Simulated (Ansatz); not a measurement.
Coupled-cluster run, `[CH2]C#CC#N` radical.

```yaml
crystal:
  periodic: [false, false, false]
  atoms:
    - {symbol: C, position_ang: [-0.700918, 1.015483, 1.157603]}
    - {symbol: C, position_ang: [-0.142850, 0.206601, 0.235701]}
    - {symbol: C, position_ang: [0.367372, -0.532572, -0.606972]}
    - {symbol: C, position_ang: [0.927421, -1.343680, -1.531658]}
    - {symbol: N, position_ang: [1.408643, -2.040529, -2.326198]}
    - {symbol: H, position_ang: [-1.609052, 0.723970, 1.671659]}
    - {symbol: H, position_ang: [-0.250605, 1.970716, 1.399874]}
basis:
  gaussian: {orbitals: cc-pV(T+d)Z}
magnetization: {spin_polarized: true, initial_magnetization: 1}
correlation: {method: ccsd_t}
scf: {omitted_lower_state_checks: [cluster_reference]}
output: {orbitals: {seedname: orbitals}}
```

```sh
$ ansatz run in.yaml --threads 2 --pin off --events-out ev --progress --plain --max-ram 22528MiB --backend cuda --devices 0, --max-vram 18GiB
```

Output of Ansatz, abridged:

```
Functional definition: HF
1044 factors; integrals over basis functions are off by at most 6.5e-4 eV
mean field evaluation 1: about -5630.6227 eV, gradient 2.3e1 eV
mean field evaluation 2: about -5630.6285 eV, gradient 2.3e1 eV
mean field evaluation 4: about -5633.8535 eV, gradient 4.9e0 eV
mean field evaluation 8: about -5634.2633 eV, gradient 8.7e-1 eV
mean field evaluation 16: about -5634.4275 eV, gradient 1.6e-2 eV
mean field evaluation 32: about -5634.4250 eV, gradient 2.4e-1 eV
mean field -5634.42749154 eV, -207.0613911621 hartree, gradient 1.7e-6 eV, S^2 1.380151; 3 other end points of the search recorded, 0 dependent functions left out
5 core orbitals not correlated: weight in the atoms' cores, before any rotation towards them, 1.000 or more for the frozen orbitals, at most 0.000 for the correlated occupied ones
reference -5634.42749154 eV, -207.0613911621 hartree; 12, 11 occupied and 161, 162 virtual orbitals, 1044 factors
second order -19.37267447 eV of doubles, -0.00000000 eV of singles
cycle   1  -19.54167925 eV  change   -1.7e-1 eV  update   1.5e-1
cycle   2  -20.37363868 eV  change   -8.3e-1 eV  update   6.6e-2
cycle   3  -20.79101741 eV  change   -4.2e-1 eV  update   5.4e-2
cycle   4  -20.87126013 eV  change   -8.0e-2 eV  update   2.5e-2
cycle   5  -20.88822435 eV  change   -1.7e-2 eV  update   1.3e-2
cycle   6  -20.89719297 eV  change   -9.0e-3 eV  update   4.7e-3
cycle   7  -20.89892913 eV  change   -1.7e-3 eV  update   1.9e-3
cycle   8  -20.89989988 eV  change   -9.7e-4 eV  update   9.4e-4
cycle   9  -20.90010985 eV  change   -2.1e-4 eV  update   4.4e-4
cycle  10  -20.90011371 eV  change   -3.9e-6 eV  update   2.5e-4
cycle  11  -20.90028025 eV  change   -1.7e-4 eV  update   1.4e-4
cycle  12  -20.90024822 eV  change    3.2e-5 eV  update   7.2e-5
cycle  13  -20.90028294 eV  change   -3.5e-5 eV  update   3.3e-5
cycle  14  -20.90029010 eV  change   -7.2e-6 eV  update   1.5e-5
perturbative correction -1.16839559 eV, -0.0429377461 hartree
Total energy: -5656.49617724 eV, -207.8724004027 hartree
Checks for a lower state left out: cluster_reference
```

Run time 4 s (2 threads of an AMD EPYC 7R13 on a shared host and a share of an NVIDIA H100 80 GB); peak host memory 0.89 GiB.

The correlation energy is -22.069 eV, 5.3 % of it from (T); the T1 diagnostic reads 0.0527.
